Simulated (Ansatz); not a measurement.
## Relaxing CsBa3

Method: DFT PBE, scalar-relativistic, plane waves, PAW in Ansatz 0.2.0.

The start is a database structure of CsBa3, space group Fm-3m (No. 225).

Input of the last, converged step (default PAW datasets):

```yaml
crystal:
  lattice:
    - [0.0, 5.221284, 5.221284]
    - [5.221284, 0.0, 5.221284]
    - [5.221284, 5.221284, 0.0]
  atoms:
    - { symbol: Cs, position: [0.0, 0.0, 0.0] }
    - { symbol: Ba, position: [0.25, 0.25, 0.25] }
    - { symbol: Ba, position: [0.75, 0.75, 0.75] }
    - { symbol: Ba, position: [0.5, 0.5, 0.5] }
basis:
  ecutwfc: 420
kpoints:
  mp_grid: { grid: [8, 8, 8] }
hamiltonian:
  xc: pbe
scf:
  occupations: { method: gaussian, width: 0.1 }
output:
  forces: true
  stress: true
  eigenvalues: true
  write_density: true
  write_potential: true
  elf: true
  volumetric_format: npy
relax:
  adjacent_minimum: "off"
  f_tol: 0.01
  max_steps: 80
  cell: { stress_tol: 0.05 }
```

Launched as:

```bash
ansatz run input.yaml --threads 1 --pin off --max-ram 2560MiB --backend cpu --events-out ev --progress --plain --runs-dir out
```

It took 26 s on 1 thread of Arm Neoverse V2, with other jobs on the host, peak memory 0.57 GiB.

The program printed at the end:

```
SCF converged after 5 iterations
Free energy (F): -23518.765767 eV
Harris-Foulkes:  -23518.765767 eV  (|F-HF|=1.46e-11)
Internal energy: -23518.721939 eV  (E = F + TS)
E sigma→0 (E₀):  -23518.743853 eV
Entropy (-TS):   -0.043827 eV (-10.957 meV/atom)
Fermi energy:    4.851182 eV
--- Per-component energies (eV) ---
  E_band       = -353.686509
  E_kinetic    = 638.816359
  E_local      = -1524.395686  (includes V_loc(G=0)·N_el)
  E_nonlocal   = 201.382075
  E_hartree    = 491.440531
  E_xc         = -671.693437
  E_vxc        = -524.296720  (∫ρ·V_xc dr)
  E_paw        = -20744.166391  (= ΣΔE_a)
  E_vpaw       = -128.073604  (= ΣTr[D̂ρ^β])
  E_aug_tail   = -0.000007  (compensation charges beyond the density's cutoff)
  E_ewald      = -1910.105384
  E_smearing   = -0.043827  (= −TS)
  E_closure    = 0.000000  (closes the sum)
  Σ components = -23518.765767   (vs F -23518.765767, Δ=0.00e0)
--- Forces (eV/Å), atoms counted from 1 ---
  atom   1  Cs     0.00000000     0.00000000     0.00000000
  atom   2  Ba     0.00000000     0.00000000     0.00000000
  atom   3  Ba     0.00000000     0.00000000     0.00000000
  atom   4  Ba     0.00000000     0.00000000     0.00000000
  max |Σ_I F_I| component: 1.73e-18 eV/Å
--- Stress (GPa, compression-positive) ---
        0.030198       0.000000       0.000000
        0.000000       0.030198       0.000000
        0.000000       0.000000       0.030198
  P = ⅓ Tr σ = 0.0302 GPa (0.302 kbar)
--- Relaxed structure (1 steps of the walk, 1 accepted, 1 SCFs on fresh bases) ---
  F+E_penalty+E_count = -23518.76576674 eV   max|allowed force component| = 1.156e-18 eV/Å   (the final SCF, on the basis selected at the relaxed cell)
  cell:  # Å, volume = 284.6833 Å³
    - [0.0, 5.221284, 5.221284]
    - [5.221284, 0.0, 5.221284]
    - [5.221284, 5.221284, 0.0]
  atoms:
    - { symbol: Cs, position: [0.0, 0.0, 0.0] }
    - { symbol: Ba, position: [0.25, 0.25, 0.25] }
    - { symbol: Ba, position: [0.75, 0.75, 0.75] }
    - { symbol: Ba, position: [0.5, 0.5, 0.5] }
```

Absolute energies hang on the potentials; compare differences alone.

The result has space group Fm-3m (No. 225). Around Cs lie 8 Ba at 4.52 Å and 6 Ba at 5.22 Å; around Ba on Wyckoff site c (2 atoms of the primitive cell) lie 4 Ba at 4.52 Å, 4 Cs at 4.52 Å and 6 Ba at 5.22 Å; Ba on Wyckoff site b (1 atom of the primitive cell) has 8 Ba at 4.52 Å and 6 Cs at 5.22 Å.

Against the elements it lies at 0.16 eV/atom. Formation energies are uncorrected and refer to the elements' standard structures at the same level.

For metals, differences of a few meV/atom aren't resolved.

Symmetry constrained the relaxation, so the result can be a saddle point.